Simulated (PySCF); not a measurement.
SF: from constants to spectrum

UHF-CCSD(T) constants of SF, ²Π (doublet), unpaired electrons π ↑ (basis S pcseg-1, F pcseg-1; no relativity; PySCF 2.14; masses 31.9721 and 18.9984 u):

| Quantity | Value |
| --- | --- |
| ωe | 782.1 cm⁻¹ |
| ωexe | 4.19 cm⁻¹ |
| Be | 0.51135 cm⁻¹ |
| αe | 0.00429 cm⁻¹ |
| De to S + F | 2.81 eV |

(1) What force constant and bond length do these constants imply?

(2) Estimate the centrifugal constant D from the Kratzer relation and find the Dunham coefficient a1.

Correlated steps freeze 6 core orbitals. Correlated levels converge slowly with the basis: in double zeta they bind strong bonds too weakly, by up to about 1 eV, and carry superposition errors of some tenths. The state is the lowest determinant that a PBE0 search found; another state may lie lower at other levels.

Results:

(1) Reduced mass μred = 11.917 u; k = 5.8918×10⁻⁷·μred·ωe² (u, cm⁻¹, mdyn/Å) = 4.29 mdyn/Å; Re = √(16.8576/(μred·Be)) (u, cm⁻¹, Å) = 1.663 Å.

(2) D = 4Be³/ωe² = 8.74e-07 cm⁻¹; a1 = −1 − αeωe/(6Be²) = -3.14.
